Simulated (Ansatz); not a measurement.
Take a crystal in which Ca has been replaced by Sr on all its sites, with the cell rescaled by a rough guess (in some cases also distorted within its space group) and nothing relaxed:

```xyz
4
Lattice="-2.6454 2.6454 5.6584 2.6454 -2.6454 5.6584 2.6454 2.6454 -5.6584" Properties=species:S:1:pos:R:3 pbc="T T T"
Li    0.0000    0.0000    0.0000
Sr    0.0000    2.6454    2.8292
Sr    2.6454    0.0000    2.8292
Sr    0.0000    0.0000    5.6584
```

Computed with DFT PBEsol, scalar-relativistic, plane waves, PAW in Ansatz 0.2.0.

Cutoff 420 eV; k points 12×12×12 on the computed 4-atom cell (Γ-centred); Gaussian smearing, width 0.10 eV; no spin polarisation.

(1) What pressure does the cell carry?

(2) Is it a metal on this mesh?

(3) What is its energy against the elements in their standard states?

## Answers

(1) The pressure is 2.0 GPa (positive in compression), so the cell would expand.

(2) Yes, a band crosses the Fermi level.

(3) +0.118 eV/atom at this unrelaxed geometry, with the elements in the same functional.